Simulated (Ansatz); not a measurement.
A nudged elastic band was laid between two geometries of H2 + H6OSi2 (11 atoms, charge 0, multiplicity 1).

All numbers below come from RKS PBE/6-31G* (Ansatz 0.2.0).

```yaml
movable_images: 7
climbing_image: yes
spring: 5.0 eV/Å²
optimiser: quadratic models (default)
start_path: through a guess of the saddle point
force_threshold: 0.05 eV/Å
iteration_limit: 60
end_points: relaxed
```

First end point:

```xyz
11
Properties=species:S:1:pos:R:3
Si 0.107 0.374 -0.469
O 0.205 -0.237 1.105
H -0.651 -0.519 1.480
H 1.503 0.807 -0.793
Si -1.379 2.192 -0.670
H -2.774 1.795 -0.270
H -0.968 3.349 0.196
H -1.426 2.662 -2.098
H -0.304 -0.683 -1.465
H 1.158 -2.945 2.699
H 1.075 -2.315 2.296
```

Last end point:

```xyz
11
Properties=species:S:1:pos:R:3
Si 0.658 -0.009 -0.652
O -1.115 -0.450 1.831
H -1.343 -1.313 1.433
H 1.494 0.260 -1.875
Si -0.860 1.732 -0.214
H -2.278 1.250 -0.275
H -0.593 2.367 1.118
H -0.712 2.809 -1.257
H -0.042 -1.318 -0.896
H 1.620 -0.216 0.485
H -0.283 -0.631 2.312
```

**Question.** Which bonds break or form, and what moves?

**Answer.** Bonds broken: Si1–O2, H10–H11. Bonds formed: Si1–H10, O2–H11. H2 + H6OSi2 becomes H2O + H6Si2.

**Question.** What energy profile does the band end with?

**Answer.** The forces met the threshold. The highest image is number 5 of 0 to 8, 48.1 kcal/mol above the first end and 37.7 kcal/mol above the last; the last end lies 10.4 kcal/mol above the first. Neighbouring images differ by up to 1.6 eV, so the band resolves the path poorly. A vibrational analysis at the climbing image gives one clearly imaginary mode, 1237i cm⁻¹: a first-order saddle point. The orbitals stay closed-shell, which can raise the energy where a bond breaks towards radicals; this wasn't checked here.

```
image  path coordinate (Å)  energy (kcal/mol)  Si1–O2 (Å)  H10–H11 (Å)  Si1–H10 (Å)
    0                 0.00                0.0        1.69         0.75         4.71
    1                 0.93                0.1        1.69         0.75         4.39
    2                 1.86                0.3        1.69         0.75         3.92
    3                 2.79                1.7        1.69         0.75         3.17
    4                 3.72               11.5        1.72         0.77         2.44
    5                 4.65               48.1        1.95         1.14         1.77
    6                 6.13               17.0        3.09         1.72         1.51
    7                 7.60               11.5        3.43         2.24         1.51
    8                 9.08               10.4        3.08         2.67         1.50
```

**Question.** What is the geometry of the highest image?

**Answer.** 
```xyz
11
Properties=species:S:1:pos:R:3
Si 0.330 -0.097 -0.141
O -0.218 -0.225 1.728
H -1.178 -0.411 1.855
H 1.698 0.440 -0.443
Si -1.099 1.793 -0.423
H -2.532 1.489 -0.060
H -0.692 2.984 0.400
H -1.102 2.219 -1.867
H -0.170 -1.056 -1.188
H 1.082 -1.492 0.637
H 0.429 -1.165 1.510
```

Time of the run: 7.2 min on 1 thread of Arm Neoverse V2, with other jobs on the host, peak memory 0.11 GiB.
